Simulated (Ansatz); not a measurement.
**One shape, several levels: HS (SMILES [SH])**

We compute a comparison of 6 runs (UHF/def2-SVP, UHF/def2-SVPD, UB3LYP/6-31G*, UPBE0/def2-SVP, RPA@B3LYP5/cc-pVDZ-F12, UMP2/pcseg-1) of HS. 

The results are computed with Ansatz 0.2.0.

6 further runs of the same task are left out: 3 that didn't finish, 3 set aside as unsound or not needed.

## Step 1: The molecule

HS has 2 atoms, charge 0, and is taken as a doublet. SMILES: `[SH]`. Geometry: relaxed at GFN2-xTB.

Bond lengths: S1–H2 1.330 Å.

## Step 2: Energy and gradient at UHF/def2-SVP (run 1)

File input.yaml:

```yaml
crystal:
  periodic: [false, false, false]
  atoms:
    - {symbol: S, position_ang: [0.568010, -0.185670, 0.292090]}
    - {symbol: H, position_ang: [-0.568010, 0.185670, -0.292090]}
basis:
  gaussian: {orbitals: def2-SVP}
output: {forces: true, orbitals: {seedname: orbitals}}
accuracy: high
hamiltonian: {xc: hf}
magnetization: {spin_polarized: true, initial_magnetization: 1}
```

On the command line:

```console
$ ansatz run input.yaml --threads 1 --pin off --max-ram 2610MiB --events-out events.jsonl --progress --plain --runs-dir runs
```

Output:

```text
Warning: RAYON_NUM_THREADS=1 ignored (pool sized by the plan → 1); use --threads N
Functional definition: HF
  name "HF"
  exchange = exact_x
  correlation = 0
360 factors; integrals over basis functions are off by at most 3.6e-9 eV
mean field evaluation 1: about -10828.6956 eV, gradient 6.3e0 eV
mean field evaluation 2: about -10828.6963 eV, gradient 6.3e0 eV
mean field evaluation 4: about -10829.0395 eV, gradient 5.9e-1 eV
mean field evaluation 8: about -10829.0434 eV, gradient 4.8e-8 eV
mean field -10829.04342567 eV, -397.9600057043 hartree, gradient 2.6e-8 eV, S^2 0.758284; 0 other end points of the search recorded, 0 dependent functions left out
the calculation of the forces begins
reference -10829.04342567 eV, -397.9600057043 hartree; 9, 8 occupied and 14, 15 virtual orbitals, 360 factors
Total energy: -10829.04342567 eV, -397.9600057043 hartree
Atom 0 at     0.568010    -0.185670     0.292090 Å, force     0.197729    -0.064633     0.101679 eV/Å
Atom 1 at    -0.568010     0.185670    -0.292090 Å, force    -0.197729     0.064633    -0.101679 eV/Å
Dipole moment:    -0.189288     0.061874    -0.097338 e Å
```

Wall time 0.14 s (1 thread of Intel Xeon 6975P-C (Granite Rapids), shared host).

## Step 3: Energy and forces at UHF/def2-SVPD (run 2)

File molecule.yaml:

```yaml
crystal:
  periodic: [false, false, false]
  atoms:
    - symbol: S
      position_ang: [0.568010, -0.185670, 0.292090]
    - symbol: H
      position_ang: [-0.568010, 0.185670, -0.292090]
basis:
  gaussian: {orbitals: def2-SVPD}
total_charge: 0
magnetization: {spin_polarized: true, initial_magnetization: 1}
hamiltonian: {xc: hf}
accuracy: high
output: {forces: true, orbitals: {seedname: orbitals}}
```

On the command line:

```console
$ ansatz run molecule.yaml --threads 1 --pin off --max-ram 2610MiB --events-out events.jsonl --progress --plain --runs-dir runs
```

Output:

```text
Warning: RAYON_NUM_THREADS=1 ignored (pool sized by the plan → 1); use --threads N
[... 4 set-up lines as earlier in the session ...]
548 factors; integrals over basis functions are off by at most 3.4e-9 eV
mean field evaluation 1: about -10828.8586 eV, gradient 6.2e0 eV
mean field evaluation 2: about -10828.8598 eV, gradient 6.2e0 eV
mean field evaluation 4: about -10829.2223 eV, gradient 6.7e-1 eV
mean field evaluation 8: about -10829.2285 eV, gradient 1.5e-4 eV
mean field evaluation 16: about -10829.1848 eV, gradient 1.9e0 eV
mean field -10829.22854072 eV, -397.9668085567 hartree, gradient 1.7e-8 eV, S^2 0.760816; 0 other end points of the search recorded, 0 dependent functions left out
the calculation of the forces begins
reference -10829.22854072 eV, -397.9668085567 hartree; 9, 8 occupied and 26, 27 virtual orbitals, 548 factors
Total energy: -10829.22854072 eV, -397.9668085567 hartree
Atom 0 at     0.568010    -0.185670     0.292090 Å, force     0.215395    -0.070408     0.110764 eV/Å
Atom 1 at    -0.568010     0.185670    -0.292090 Å, force    -0.215395     0.070408    -0.110764 eV/Å
Dipole moment:    -0.159315     0.052077    -0.081925 e Å
```

It took 0.34 s on 1 thread of Intel Xeon 6975P-C (Granite Rapids), shared host.

Run 3 isn't shown in full; the table further down has it.

## Step 4: Energy and forces at UPBE0/def2-SVP (run 4)

File molecule.yaml:

```yaml
crystal:
  periodic: [false, false, false]
  atoms:
    - {symbol: S, position_ang: [0.568010, -0.185670, 0.292090]}
    - {symbol: H, position_ang: [-0.568010, 0.185670, -0.292090]}
basis:
  gaussian:
    orbitals: def2-SVP
magnetization:
  spin_polarized: true
  initial_magnetization: 1
hamiltonian:
  xc: pbe0
accuracy: high
output:
  forces: true
  orbitals: {seedname: orbitals}
```

On the command line:

```console
$ ansatz run molecule.yaml --threads 1 --pin off --max-ram 2610MiB --events-out events.jsonl --progress --plain --runs-dir runs
```

Output, cut to the lines that bear on the results:

```text
Warning: RAYON_NUM_THREADS=1 ignored (pool sized by the plan → 1); use --threads N
Functional definition: PBE0
  name "PBE0"
[...]
360 factors; integrals over basis functions are off by at most 3.6e-9 eV
[...]
mean field -10843.01044980 eV, -398.4732843738 hartree, gradient 5.0e-8 eV, S^2 0.753336; 0 other end points of the search recorded, 0 dependent functions left out
[...]
reference -10843.01045101 eV, -398.4732844180 hartree; 9, 8 occupied and 14, 15 virtual orbitals, 360 factors
Total energy: -10843.01045101 eV, -398.4732844180 hartree
Atom 0 at     0.568010    -0.185670     0.292090 Å, force     0.564701    -0.184588     0.290388 eV/Å
Atom 1 at    -0.568010     0.185670    -0.292090 Å, force    -0.564701     0.184588    -0.290388 eV/Å
Dipole moment:    -0.186483     0.060957    -0.095896 e Å
```

Wall time 0.64 s (1 thread of Intel Xeon 6975P-C (Granite Rapids), shared host); peak memory 0.11 GiB.

Run 5 isn't shown in full; the table further down has it.

## Step 5: Energy and gradient at UMP2/pcseg-1 (run 6)

File in.yaml:

```yaml
crystal:
  periodic: [false, false, false]
  atoms:
    - {symbol: S, position_ang: [0.568010, -0.185670, 0.292090]}
    - {symbol: H, position_ang: [-0.568010, 0.185670, -0.292090]}
basis:
  gaussian: {orbitals: pcseg-1.json}
output: {forces: true, orbitals: {seedname: orbitals}}
magnetization: {spin_polarized: true, initial_magnetization: 1}
correlation: {method: mp2, frozen_orbitals: {H: 0, S: 5}}
accuracy: high
```

The basis set pcseg-1 is read from a file made from the Basis Set Exchange's data (not shown).

On the command line:

```console
$ ansatz run in.yaml --threads 1 --pin off --max-ram 2610MiB --events-out events.jsonl --progress --plain --runs-dir runs
```

Output, cut to the lines that bear on the results:

```text
Warning: RAYON_NUM_THREADS=1 ignored (pool sized by the plan → 1); use --threads N
[... 2 set-up lines as earlier in the session ...]
[...]
377 factors; integrals over basis functions are off by at most 3.8e-9 eV
[...]
mean field -10831.66828231 eV, -398.0564674063 hartree, gradient 2.0e-8 eV, S^2 0.758493; 2 other end points of the search recorded, 0 dependent functions left out
5 core orbitals not correlated: weight in the atoms' cores, before any rotation towards them, 1.000 or more for the frozen orbitals, at most 0.000 for the correlated occupied ones
reference -10831.66828231 eV, -398.0564674063 hartree; 4, 3 occupied and 14, 15 virtual orbitals, 377 factors
second order -2.90893405 eV of doubles, -0.00000000 eV of singles
[...]
Total energy: -10834.57721636 eV, -398.1633687609 hartree
Atom 0 at     0.568010    -0.185670     0.292090 Å, force     0.369823    -0.120887     0.190175 eV/Å
Atom 1 at    -0.568010     0.185670    -0.292090 Å, force    -0.369823     0.120887    -0.190175 eV/Å
Dipole moment:    -0.193991     0.063411    -0.099757 e Å
```

Wall time 0.22 s (1 thread of Intel Xeon 6975P-C (Granite Rapids), shared host).

## Step 6: All runs side by side

| run | level | Cartesian functions | task | energy (Eh) | dipole moment (D) | HOMO energy (eV) | LUMO energy (eV) | wall time |
| --- | --- | --- | --- | --- | --- | --- | --- | --- |
| 1 | UHF/def2-SVP | no | gradient | -397.960006 | 1.06 | -10.11 | 0.68 | 0.14 s |
| 2 | UHF/def2-SVPD | no | gradient | -397.966809 | 0.90 | -10.33 | -0.21 | 0.34 s |
| 3 | UB3LYP/6-31G* (Cartesian functions) | yes | gradient | -398.739722 | 1.08 | -7.05 | -4.85 | 0.74 s |
| 4 | UPBE0/def2-SVP | no | gradient | -398.473284 | 1.05 | -7.11 | -4.19 | 0.64 s |
| 5 | RPA@B3LYP5/cc-pVDZ-F12 (density fitting with def2-universal-jkfit) | no | energy | -398.319660 | – | – | – | 0.22 s |
| 6 | UMP2/pcseg-1 | no | gradient | -398.163369 | 1.09 | -10.30 | 0.00 | 0.22 s |

## Step 7: What came out

| quantity | value |
| --- | --- |
| run 6: total energy | -398.16337 Eh |
| run 6: dipole moment (correlated density) | 1.09 D |
| run 6: HOMO energy (Hartree–Fock orbitals) (highest over α and β) | -10.30 eV |
| run 6: LUMO energy (Hartree–Fock orbitals) (lowest over α and β) | 0.00 eV |
| run 6: correlation energy (5 core orbitals frozen) | -106.9 mEh |
| run 6: ⟨S²⟩ of the reference determinant | 0.758 |
| run 6: largest force on an atom | 0.433 eV/Å |

**Reading.** Over runs 1, 2, 3, 4, 6 the dipole moment (its size) runs from 0.90 D (UHF/def2-SVPD) to 1.09 D (UMP2/pcseg-1). The two ends differ in method and basis. Totals of different functionals can't be ranked against each other. All runs together took 2.3 s, the longest 0.74 s.
